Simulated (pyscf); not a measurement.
**Four-centre exchange: H₂B–NH₂ + CH₄ -> H₃C–BH–NH₂ + H₂**

Gas phase, singlet surface, charge 0. Bonds broken: B1–H3, C7–H8. Bonds formed: B1–C7, H3–H8. Single points on ωB97X-D3(BJ)/def2-SVP structures (PySCF, gas phase).

Transition state (Å):

```xyz
11

B     -1.3484     0.0664    -0.4546
N     -2.2297     0.0588     0.7297
H     -0.9191    -1.1667    -0.6982
H     -1.7630     0.4129    -1.5356
H     -1.8055    -0.1638     1.6252
H     -2.7754     0.9093     0.8319
C      0.2055     0.9463    -0.2545
H     -0.1803    -0.4544    -0.4360
H      0.8559     1.0184    -1.1403
H      0.8167     0.7092     0.6328
H     -0.2520     1.9299    -0.0824
```

One imaginary mode, 1248i cm⁻¹; descent along it reached the two sides named.

| bond | change | reactant side (Å) | saddle | product side |
|---|---|---|---|---|
| B1–H3 | breaks | 1.211 | 1.328 | 3.1 |
| C7–H8 | breaks | 1.100 | 1.464 | 3.7 |
| B1–C7 | forms | 3.8 | 1.797 | 1.586 |
| H3–H8 | forms | 3.3 | 1.059 | 0.754 |

Electronic energies relative to the separated reactants (kJ/mol):

```tsv
level	barrier	reaction energy	reverse barrier
ωB97X-D3(BJ)/def2-TZVP	223.9	+23.3	200.6
PBE/def2-TZVP	195.0	+22.7	172.2
r²SCAN/def2-TZVP	204.1	+20.9	183.2
B3LYP-D3(BJ)/def2-TZVP	228.6	+25.6	203.0
PBE0-D3(BJ)/def2-TZVP	200.5	+22.2	178.4
M06-2X/def2-TZVP	224.6	+21.4	203.2
ωB97M-D3(BJ)/def2-TZVP	222.8	+24.3	198.6
HF/def2-TZVP	314.7	+42.6	272.2
```

With ωB97M-D3(BJ)/def2-TZVP energies and thermal terms (ideal gas, 1 atm, RRHO with modes under 100 cm⁻¹ raised to 100, one conformer, R ln 2 for chiral ones without a mode under 150 cm⁻¹), in kJ/mol:

```json
[
 {"T (K)": "298", "ΔH‡": "217.9", "ΔG‡": "253.9", "ΔH": "+10.8", "ΔG": "+13.8"},
 {"T (K)": "600", "ΔH‡": "219.4", "ΔG‡": "289.9", "ΔH": "+16.5", "ΔG": "+14.7"},
 {"T (K)": "900", "ΔH‡": "222.5", "ΔG‡": "324.6", "ΔH": "+21.2", "ΔG": "+12.7"},
 {"T (K)": "1200", "ΔH‡": "225.8", "ΔG‡": "358.1", "ΔH": "+24.6", "ΔG": "+9.3"}
]
```

At the saddle there is also a short B–H contact that neither side keeps. One saddle was located; it need not be the lowest between these sides.
